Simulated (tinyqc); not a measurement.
Inside a calculation. Method: RHF in the sto-6g basis, for HF, spin multiplicity 1. One step of it, computed by the program tinyqc.

Question. Orthogonalisation. S = U s U^T; symmetric (Loewdin) form X = U s^(-1/2) U^T, so that X^T S X = 1.

overlap S:
```
,1F 1s,1F 2s,1F 2px,1F 2py,1F 2pz,2H 1s
1F 1s,1.000000,0.232479,0.000000,0.000000,0.000000,0.041926
1F 2s,0.232479,1.000000,0.000000,0.000000,0.000000,0.398799
1F 2px,0.000000,0.000000,1.000000,0.000000,0.000000,0.000000
1F 2py,0.000000,0.000000,0.000000,1.000000,0.000000,0.000000
1F 2pz,0.000000,0.000000,0.000000,0.000000,1.000000,0.318901
2H 1s,0.041926,0.398799,0.000000,0.000000,0.318901,1.000000
```

Give: eigenvalues of S; X.

Answer.

eigenvalues of S: 0.4685  0.8494  1.0000  1.0000  1.1227  1.5594

X:
```
,1F 1s,1F 2s,1F 2px,1F 2py,1F 2pz,2H 1s
1F 1s,1.0219,-0.1277,0.0000,0.0000,-0.0057,0.0189
1F 2s,-0.1277,1.0985,0.0000,0.0000,0.0606,-0.2451
1F 2px,0.0000,0.0000,1.0000,0.0000,0.0000,0.0000
1F 2py,0.0000,0.0000,0.0000,1.0000,0.0000,0.0000
1F 2pz,-0.0057,0.0606,0.0000,0.0000,1.0475,-0.1926
2H 1s,0.0189,-0.2451,0.0000,0.0000,-0.1926,1.1226
```
